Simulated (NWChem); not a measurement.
System: ethylene (C$_{2}$H$_{4}$); SMILES C=C

The following NWChem deck was run.

```
start job
memory heap 200 mb stack 900 mb global 1100 mb
geometry units angstroms noautosym nocenter noautoz
  C      0.000000     0.665229     0.000000
  C      0.000000    -0.665229     0.000000
  H      0.931002     1.240614     0.000000
  H     -0.931002     1.240614     0.000000
  H     -0.931002    -1.240614     0.000000
  H      0.931002    -1.240614     0.000000
end
basis spherical
  * library aug-cc-pvdz
end
dft
  xc xpbe96 cpbe96
  iterations 150
end
property
  response 1 0.0
end
task dft property
```

NWChem printed, in part:

```
             Northwest Computational Chemistry Package (NWChem) 7.3.0
             --------------------------------------------------------

                             Geometry "geometry" -> ""
                             -------------------------

 Output coordinates in angstroms (scale by  1.889725989 to convert to a.u.)

  No.       Tag          Charge          X              Y              Z
 ---- ---------------- ---------- -------------- -------------- --------------
    1 C                    6.0000     0.00000000     0.66522900     0.00000000
    2 C                    6.0000     0.00000000    -0.66522900     0.00000000
    3 H                    1.0000     0.93100200     1.24061400     0.00000000
    4 H                    1.0000    -0.93100200     1.24061400     0.00000000
    5 H                    1.0000    -0.93100200    -1.24061400     0.00000000
    6 H                    1.0000     0.93100200    -1.24061400     0.00000000

 Effective nuclear repulsion energy (a.u.)      33.2465659495

  pbe96 is a nonlocal functional; adding pw91lda local functional.
                              NWChem Property Module
                              ----------------------

                                 NWChem DFT Module
                                 -----------------

 Summary of "ao basis" -> "ao basis" (spherical)
 ------------------------------------------------------------------------------
       Tag                 Description            Shells   Functions and Types
 ---------------- ------------------------------  ------  ---------------------
 C                        aug-cc-pvdz                9       23   4s3p2d
 H                        aug-cc-pvdz                5        9   3s2p

            General Information
            -------------------
          SCF calculation type: DFT
          Wavefunction type:  closed shell.
          No. of atoms     :     6
          No. of electrons :    16
           Alpha electrons :     8
            Beta electrons :     8
          Charge           :     0
          Spin multiplicity:     1
          Use of symmetry is: off; symmetry adaption is: off
          Maximum number of iterations: 150
          AO basis - number of functions:    82
                     number of shells:    38
          Convergence on energy requested:  1.00D-06
          Convergence on density requested:  1.00D-05
          Convergence on gradient requested:  5.00D-04

              XC Information
              --------------
          PerdewBurkeErnzerhof Exchange Functional  1.000
            Perdew 1991 LDA Correlation Functional  1.000 local
           PerdewBurkeErnz. Correlation Functional  1.000 non-local

             Grid Information
             ----------------
          Grid used for XC integration:  medium
          Radial quadrature: Mura-Knowles
          Angular quadrature: Lebedev.
          Tag              B.-S. Rad. Rad. Pts. Rad. Cut. Ang. Pts.
          ---              ---------- --------- --------- ---------
          C                   0.70       49          12.0       434
          H                   0.35       45          14.0       434
          Grid pruning is: on
          Number of quadrature shells:   278
          Spatial weights used:  Erf1

      Superposition of Atomic Density Guess
      -------------------------------------

 Sum of atomic energies:         -77.33138240

      Non-variational initial energy
      ------------------------------

 Total energy =     -78.433783
 1-e energy   =    -167.734805
 2-e energy   =      56.054457
 HOMO         =      -0.347355
 LUMO         =      -0.008079

   convergence    iter        energy       DeltaE   RMS-Dens  Diis-err
 ---------------- ----- ----------------- --------- --------- ---------
 d= 0,ls=0.0,diis     1    -78.4598171172 -1.12D+02  2.13D-02  1.96D-01
 d= 0,ls=0.0,diis     2    -78.4762534615 -1.64D-02  2.87D-03  1.09D-02
 d= 0,ls=0.0,diis     3    -78.4768840300 -6.31D-04  1.34D-03  6.58D-03
 d= 0,ls=0.0,diis     4    -78.4777452023 -8.61D-04  3.64D-04  3.28D-04
 d= 0,ls=0.0,diis     5    -78.4777952350 -5.00D-05  2.14D-05  9.65D-07
 d= 0,ls=0.0,diis     6    -78.4777953673 -1.32D-07  2.82D-06  2.08D-09

         Total DFT energy =      -78.477795367297
      One electron energy =     -170.016513122809
           Coulomb energy =       70.448872030404
    Exchange-Corr. energy =      -12.156720224345
 Nuclear repulsion energy =       33.246565949454

 Numeric. integr. density =       16.000003268369

                       DFT Final Molecular Orbital Analysis
                       ------------------------------------

 Vector    6  Occ=2.000000D+00  E=-3.736894D-01
              MO Center= -1.1D-11,  2.4D-09, -1.7D-11, r^2= 1.8D+00
   Bfn.  Coefficient  Atom+Function         Bfn.  Coefficient  Atom+Function
  ----- ------------  ---------------      ----- ------------  ---------------
     6      0.420228  1 C  py                29     -0.420228  2 C  py
     3     -0.195559  1 C  s                 26     -0.195559  2 C  s
    47      0.175293  3 H  s                 56      0.175293  4 H  s
    65      0.175293  5 H  s                 74      0.175293  6 H  s
    48      0.162734  3 H  s                 57      0.162734  4 H  s

[...]

 DFT Linear Response polarizability / au
 Frequency  =       0.0000000 / au
              X              Y              Z
 -----------------------------------------------
 X      25.9310253      0.0000000     -0.0000000
 Y       0.0000000     36.5742249      0.0000000
 Z      -0.0000000      0.0000000     22.6858226
 -----------------------------------------------
 Eigenvalues =      25.9310253     36.5742249     22.6858226
 Isotropic   =      28.3970242
 Anisotropic =      12.5836552
 -----------------------------------------------

 Magnetic Dipole Response Matrix (nonzero elements):

 Exiting AOResponse driver routine
```

Level: PBE/aug-cc-pVDZ. The geometry was optimised at PBE0/def2-SVP.
